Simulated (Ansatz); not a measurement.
# H2Cl (doublet): from Hartree-Fock to the top rungs at distance Cl1–H2 along a hydrogen transfer = 1.871 Å, 6-31G

How much of the correlation energy of H2Cl (doublet) does each wave-function method recover here?

The runs use Ansatz 0.2.0, Gaussian basis; 6-31G, core rule «outside noble gas», up to 5 orbitals frozen.

Plan: UHF; CCSD(T) on ROHF; CCSD(T) on UHF; BCCD(T) on ROHF; CISD; CCSDT(Q) on ROHF; CCSDT(Q) on UHF; CISDTQ; CCSDTQ on ROHF; CCSDTQ on UHF; CASSCF and MRCISD+Q, 3 electrons in 3 orbitals; CASSCF and NEVPT2, 3 electrons in 3 orbitals; CASSCF and MRCISD+Q, 9 electrons in 6 orbitals; CASSCF and MRCISD+Q(relaxed), 9 electrons in 6 orbitals; CASSCF and NEVPT2, 9 electrons in 6 orbitals; Full CI.

10 further runs of the same task are left out: 2 for a mislabelled method, 7 that didn't finish, 1 set aside as unsound or not needed.

### 1 What is computed

The geometry derives from fragments relaxed apart (PBE0/def2-TZVP) and kept rigid, so it is no stationary point. A hydrogen atom is moved between rigid fragments.

3 atoms, charge 0, spin multiplicity 2.

Atoms are counted from 1 here; the program's logs count them from 0.

Bond lengths: H2–H3 0.745 Å.

### 2 UHF

Input file in.yaml:

```yaml
crystal:
  periodic: [false, false, false]
  atoms:
    - {symbol: Cl, position_ang: [0.000000, 0.000000, -1.495667]}
    - {symbol: H, position_ang: [0.000000, 0.000000, 0.375333]}
    - {symbol: H, position_ang: [0.000000, 0.000000, 1.120333]}
basis:
  gaussian: {orbitals: 6-31G}
magnetization: {spin_polarized: true, initial_magnetization: 1}
hamiltonian: {xc: hf}
output: {orbitals: {seedname: orbitals}}
```

Command:

```bash
> ansatz run in.yaml --threads 1 --pin off --events-out ev --progress --plain --max-ram 2393MiB
```

Further steps of the session: CCSD(T) on ROHF; CCSD(T) on UHF; BCCD(T) on ROHF; CISD; CCSDT(Q) on ROHF; CCSDT(Q) on UHF; CISDTQ; CCSDTQ on ROHF; CCSDTQ on UHF; CASSCF and MRCISD+Q, 3 electrons in 3 orbitals; CASSCF and NEVPT2, 3 electrons in 3 orbitals; CASSCF and MRCISD+Q, 9 electrons in 6 orbitals; CASSCF and MRCISD+Q(relaxed), 9 electrons in 6 orbitals; CASSCF and NEVPT2, 9 electrons in 6 orbitals; Full CI.

Before running them: what should the planned runs give, taken together? Wanted: FCI below the RHF energy; RMP2 from FCI; UMP2 from FCI; RCCSD from FCI; RCCSD(T) from FCI; UCCSD(T) from FCI; RCCSDT(Q) from FCI; UCCSDT(Q) from FCI; NEVPT2 pair from FCI.

The runs gave:

```
                         quantity                                                                                                                                                                                               value
         FCI below the RHF energy                                                                                                                                                                                          -1.6456 eV
                    RMP2 from FCI                                                                                                                                                                                          +386.6 meV
                    UMP2 from FCI                                                                                                                                                                                          +372.8 meV
                   RCCSD from FCI                                                                                                                                                                                           +13.8 meV
                RCCSD(T) from FCI                                                                                                                                                                                            +2.3 meV
                UCCSD(T) from FCI                                                                                                                                                                                            +2.2 meV
               RCCSDT(Q) from FCI                                                                                                                                                                                            +0.1 meV
               UCCSDT(Q) from FCI                                                                                                                                                                                            -0.1 meV
             NEVPT2 pair from FCI                                                                                                                                                                                          +241.1 meV
           MRCISD+Q pair from FCI                                                                                                                                                                                           +20.5 meV
          NEVPT2 valence from FCI                                                                                                                                                                                          +354.2 meV
levels within 1 kcal/mol (43 meV)  RCCSD, UCCSD, RCCSD(T), UCCSD(T), BCCD(T), RCCSDT, UCCSDT, CISDTQ, RCCSDT(Q), UCCSDT(Q), RCCSDTQ, UCCSDTQ, MRCISD pair, MRCISD+Q pair, MRCISD valence, MRCISD+Q valence, MRCISD+Q(relaxed) valence
                    T1 diagnostic                                                                                                                                                                                               0.016
   effectively unpaired electrons                                                                                                                                                                                                1.01
```

**Reading.** RCCSD(T) lands +2.3 meV from the yardstick (0.1 % of the correlation energy). One determinant dominates. Of the multireference levels listed MRCISD+Q(relaxed) valence comes nearest in total energy (+8.3 meV), which doesn't show that its space is the better one. These misses are within one basis, not against nature; the frozen cores of restricted and unrestricted runs differ, which can shift their rows.
